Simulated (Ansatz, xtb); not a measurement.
**Relative energy of two structures of COP−**

Structure I: a triplet given by its coordinates. Structure II: a singlet given by its coordinates. Both are isolated ions in the gas phase, relaxed with PBE-D3(BJ)/def2-SVPD.

I (Å):

```yaml
atoms:
  - { symbol: C, position_ang: [-1.0356, 2.4554, 2.2485] }
  - { symbol: O, position_ang: [0.0920, 2.5316, 1.7480] }
  - { symbol: P, position_ang: [-1.9395, 3.7164, 3.1281] }
```

Close contacts (Å): C1–O2 1.24, C1–P3 1.78.

II (Å):

```xyz
3

C    -1.7455    3.0190    2.5839
O    -0.6225    3.6276    2.8400
P    -0.5615    2.0479    1.6176
```

Close contacts (Å): C1–O2 1.30, C1–P3 1.81, O2–P3 2.00.

Problem. Estimate which is lower in electronic energy at CCSD(T)/def2-TZVPPD, and by roughly how much.

Solution. The CCSD(T)/def2-TZVPPD calculation puts structure I lower, by 15.6 kcal/mol.

How the difference moves with the method:

| level | geometry | E(II) − E(I) (kcal/mol) | departure from the last row (kcal/mol) | job, with rough time for the two |
| --- | --- | --- | --- | --- |
| PBE-D3(BJ)/def2-SVPD | PBE-D3(BJ)/def2-SVPD | +19.6 | +4.0 | optimisation, 5.5 min |
| HF/def2-TZVPPD | PBE-D3(BJ)/def2-SVPD | +42.9 | +27.3 | part of the CCSD(T) run |
| MP2/def2-TZVPPD | PBE-D3(BJ)/def2-SVPD | +16.0 | +0.4 | part of the CCSD(T) run |
| CCSD(T)/def2-TZVPPD | PBE-D3(BJ)/def2-SVPD | +15.6 |  | single point, 1.7 min |

None of the levels shown reverses the order. The largest departure from CCSD(T)/def2-TZVPPD is that of HF/def2-TZVPPD, 27.3 kcal/mol. At CCSD(T)/def2-TZVPPD a singlet with the links of I lies below this triplet. Levels run at GFN2-xTB geometries aren't shown.

With harmonic frequencies from PBE-D3(BJ)/def2-SVPD (ideal gas, rigid rotor, one conformer each, 1000 K, 1 atm): on the last row, ΔE + ΔZPE = +15.2, ΔH = +15.3, ΔG = +17.1 kcal/mol.

The T1 diagnostic of structure II is large, so the coupled-cluster value is less sure. Open shells are spin-unrestricted. The correlated steps freeze 7 core orbitals. ΔG holds the spin degeneracy. Run with Ansatz 0.2.0; the last row on 1 thread of Intel(R) Xeon(R) Processor @ 2.50GHz (Skylake/Cascade Lake) on a shared host.
